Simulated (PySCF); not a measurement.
**CCl⁻ at UHF-CCSD**

Computed with UHF-CCSD; C aug-cc-pVDZ, Cl aug-cc-pV(D+d)Z; no relativity (PySCF 2.14).

```json
{
 "state": "³Σ⁻ (triplet), unpaired electrons π ↑↑",
 "bond length": "1.928 Å",
 "harmonic wavenumber": "436 cm⁻¹",
 "force constant": "1.00 mdyn/Å",
 "rotational constant Be": "0.5076 cm⁻¹",
 "anharmonicity ωexe": "5.07 cm⁻¹",
 "vibration–rotation constant αe": "0.00897 cm⁻¹"
}
```

Correlated steps freeze 6 core orbitals. The state was picked by a PBE0 search and need not be the measured ground state.
